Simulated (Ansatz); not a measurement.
**H2C–GaH, triplet in cc-pVDZ: errors against UCCSDT(Q)**

Geometry: a point of a stretch scan, not a stationary point.

```xyz
5

C     0.0000   -0.1254    2.5296
Ga    0.0000   -0.5228   -3.9533
H     0.0000    0.8252    3.0624
H     0.0000   -0.9935    3.1834
H     0.0000    0.8165   -4.8221
```

Basis cc-pVDZ; Ansatz 0.2.0. Correlated methods freeze the noble-gas cores and the filled d shells of p-block atoms, which leaves 10 electrons in 41 orbitals. Prefix R: restricted or restricted open-shell reference; prefix U: unrestricted. Active spaces: pair = (4e, 4o) about the gap. No spin–orbit coupling is included, and no scalar relativity.

Full CI isn't at hand for all of this; UCCSDT(Q) serves as the reference, and is uncertain by about the last step of the cluster series. The frozen core follows each run's orbitals, which can shift R against U totals by a few meV for light atoms and by up to 0.1 eV past Ca.

The UHF ⟨S²⟩ is 2.012. The T1 diagnostic (RCCSD) is 0.0154. The largest doubles amplitude (RCCSD) is 0.082 and the T1 diagnostic (UCCSD) is 0.0100.

| level | E − E(RHF) (eV) |
| --- | --- |
| UHF | -0.1116 |
| UMP2 | -4.0009 |
| UCCSD | -5.0912 |
| UCCSD(T) | -5.1621 |

Question: Estimate how far UCCSDT(Q) in cc-pVDZ lies from UCCSD(T). The table doesn't fix it; the size of (T) and the diagnostics are the guide.

Answer: UCCSDT(Q) in cc-pVDZ lies 2.0 kJ/mol below UCCSD(T), which is 29 % of the (T) step (-6.8 kJ/mol). The diagnostics give no warning, yet the rest is a sizeable part of (T).

The other levels:

```tsv
level	E − E(UCCSDT(Q)) (kJ/mol)	share of correlation (%)	wall time
UCCSDT	0.3	99.95	–
```

The correlation energy at UCCSDT(Q), counted from RHF, is -5.183 eV. That run took 48 s on 1 thread of Intel Xeon Platinum 8488C, shared host.

Run but not shown, since their state or frozen core can't be matched to the reference's or they repeat it: RHF, RMP2, RCCSD, RCCSD(T), BCCD(T), RCCSDT, RCCSDT(Q), CASSCF (pair space), NEVPT2 (pair space).

Times hold each run's SCF and search for its determinant on a shared host, so for small cases they say little of a method's own cost; they ran on 1 thread of Intel Xeon Platinum 8488C.
